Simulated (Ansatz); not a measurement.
Calculation: Ansatz (a first-principles code) with frozen-core CCSD(T)/cc-pVQZ // r2SCAN-D4/def2-TZVP.

Ansatz 0.2 input:
```yaml
crystal:
  periodic: [false, false, false]
  atoms:
    - { symbol: Cl, position_ang: [1.590035, 0.005856, -1.254396] }
    - { symbol: Si, position_ang: [0.000002, -0.000002, 0.000002] }
    - { symbol: Cl, position_ang: [-0.545402, 1.907405, 0.407533] }
    - { symbol: Cl, position_ang: [0.501814, -0.941174, 1.721668] }
    - { symbol: Cl, position_ang: [-1.546449, -0.972086, -0.874807] }
basis:
  gaussian: { orbitals: cc-pVQZ }
correlation:
  method: ccsd_t
```

Output:

```
Functional definition: HF
1801 factors; integrals over basis functions are off by at most 5.3e-4 eV
mean field evaluation 1: about -57883.5943 eV, gradient 2.3e1 eV
mean field evaluation 2: about -57884.0926 eV, gradient 2.4e1 eV
mean field evaluation 4: about -57885.7528 eV, gradient 2.2e0 eV
mean field evaluation 8: about -57885.8019 eV, gradient 1.1e-1 eV
mean field evaluation 16: about -57885.8020 eV, gradient 1.5e-6 eV
mean field -57885.80196986 eV, -2127.2639859864 hartree, gradient 1.5e-6 eV, S^2 0.000000; 0 other end points of the search recorded, 0 dependent functions left out
25 core orbitals not correlated
reference -57885.80196986 eV, -2127.2639859864 hartree; 16, 16 occupied and 254, 254 virtual orbitals, 1801 factors
second order -25.79643909 eV of doubles, -0.00000000 eV of singles
cycle   1  -26.65770784 eV  change   -8.6e-1 eV  update   9.2e-2
cycle   2  -27.14403414 eV  change   -4.9e-1 eV  update   2.5e-2
cycle   3  -27.24503061 eV  change   -1.0e-1 eV  update   1.1e-2
cycle   4  -27.23449805 eV  change    1.1e-2 eV  update   2.3e-3
cycle   5  -27.23357602 eV  change    9.2e-4 eV  update   8.7e-4
cycle   6  -27.23330498 eV  change    2.7e-4 eV  update   2.2e-4
cycle   7  -27.23319892 eV  change    1.1e-4 eV  update   7.7e-5
cycle   8  -27.23323248 eV  change   -3.4e-5 eV  update   1.9e-5
perturbative correction -1.32699465 eV, -0.0487661540 hartree
Total energy: -57914.36219698 eV, -2128.3135549746 hartree
```

Cost: roughly 80 core-seconds.
